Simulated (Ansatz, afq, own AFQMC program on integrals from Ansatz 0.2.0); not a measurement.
Two steps: Ansatz 0.2.0 writes the Fock matrix and Cholesky factors of the valence space, and afq projects on them the lowest state that overlaps trial and start.

```yaml
crystal:
  periodic: [false, false, false]
  atoms:
    - {symbol: Zr, position_ang: [0.000000, -0.278140, 0.367464]}
    - {symbol: N, position_ang: [0.569668, 0.273242, -1.816980]}
    - {symbol: N, position_ang: [0.000000, 1.265008, 1.240708]}
    - {symbol: N, position_ang: [-0.569668, 0.273242, -1.816980]}
basis:
  gaussian: {orbitals: def2-SVP}
magnetization: {spin_polarized: true, initial_magnetization: 3}
correlation: {method: ccsd_t, electrons: outside_noble_gas, hamiltonian_folder: ham}
```

```sh
$ ansatz run in.yaml --threads 1 --pin off --events-out ev --progress --plain --max-ram 16896MiB --backend cuda --devices 0, --max-vram 18GiB
```

afq runs on the folder ham with

```
--method free --trial cisd --walkers 4000 --time-step 0.03 --max-blocks 4000 --target-error 0.00052 --factor-cut 1e-05 --seed 328 --times 0,0.21,0.42,0.81,1.2,1.8,2.4,3 --taylor-order 8
```

Times are imaginary, in 1/Eh. The walk had a cap of 151 s. Core potentials past Kr, no spin–orbit coupling.

afq prints:

```
orbitals 66  electrons 11 8  factors 574 of 754
reference energy -209.62977609 Eh
CCSD correlation -0.54320613 Eh in 28 cycles, weight of the determinant in the CISD state 0.7617
repeat  energy at the last time / Eh  error
    10  -210.204577  0.002169
    20  -210.205280  0.001364
time / (1/Eh)  energy / Eh  error  mean overlap
  0.00  -210.173220  0.000241  1.3133
  0.21  -210.186911  0.000199  1.3127
  0.42  -210.193197  0.000226  1.3159
  0.81  -210.198377  0.000196  1.3244
  1.20  -210.200691  0.000370  1.3345
  1.80  -210.203086  0.000596  1.3443
  2.40  -210.204237  0.000690  1.3502
  3.00  -210.204243  0.001141  1.3751
energy -210.204243 +/- 0.001141 Eh
```

The run passed its tests (error under three times the target), which doesn't prove that it has relaxed, ending at its cap on processor time.

Against this walk (error 31.1 meV) on the same determinant: CCSD(T) 90.9 meV higher. The error is statistical, and a free projection of finite length keeps a remainder of its start. None of these is a sure reference here.

Cautions: remainder of the start not in the error; error above the target (31.1 against 14.1 meV); no spin-orbit coupling; outer-core shells of the metal frozen; another spin lies lower; raised T1 diagnostic (T1 0.043, weight of the determinant 0.76, largest double 0.06); unrestricted determinant slightly spin contaminated (⟨S²⟩ 3.80 against 3.75).

The walk took 2.5 min on 1 × NVIDIA H100 80GB HBM3 with 2 threads of AMD EPYC 7R13 Processor (Zen 3) (shared host) (the card was shared). The log's last line is the free-projection energy.

A walk keeps the symmetry of its determinant, which the program's search chose and which needn't be the lowest solution, so a lower state of the same spin and another symmetry isn't excluded.
